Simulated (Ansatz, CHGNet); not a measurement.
For rutile SnO2, the machine-learned potential CHGNet 0.3.0 (trained on PBE and PBE+U data) gives:

| Quantity | Result |
|---|---|
| lattice constant a | 4.835 Å |
| c axis length | 3.233 Å |
| elastic constant C11 | 170 GPa |
| elastic constant C44 | 54.5 GPa |
| polycrystal shear modulus | 54.7 GPa |

### Question
What does r²SCAN (Ansatz, an electronic-structure program, PAW) give for the same quantities?

### Answer

- lattice constant a: 4.760 Å (drops by 1.6 %)
- lattice parameter c: 3.201 Å (shrinks by 1.0 %)
- elastic constant C11: 254 GPa (goes up by 49 %)
- elastic constant C44: 99.5 GPa (grows by 83 %)
- Voigt–Reuss–Hill shear modulus: 98.3 GPa (rises by 80 %)

For comparison: lattice constant a 4.737 Å (measured, room temperature, not corrected to a static lattice; as tabulated in Hiroi (2015), arXiv:1503.02262); lattice parameter c 3.186 Å (measured, room temperature, no zero-point or thermal correction; as tabulated in Hiroi (2015), arXiv:1503.02262); elastic constant C11 262 GPa (measured, temperature not stated, not corrected to a static lattice; as tabulated in Oses et al. (2018), arXiv:1811.08464); elastic constant C44 103 GPa (measured, temperature not stated, no zero-point or thermal correction; as tabulated in Oses et al. (2018), arXiv:1811.08464); Voigt–Reuss–Hill shear modulus 102 GPa (measured, temperature not stated, not corrected to a static lattice, Hill average of measured single-crystal constants; as tabulated in Oses et al. (2018), arXiv:1811.08464).

Changes are worked out from the printed values.

Unless a cell is named, each level is at its own relaxed cell (CHGNet 0.3.0 12.59, r²SCAN 12.09 Å³/atom).

Ansatz's density-functional and Hartree–Fock values are scalar-relativistic unless marked +SOC, with PAW data made under PBE.
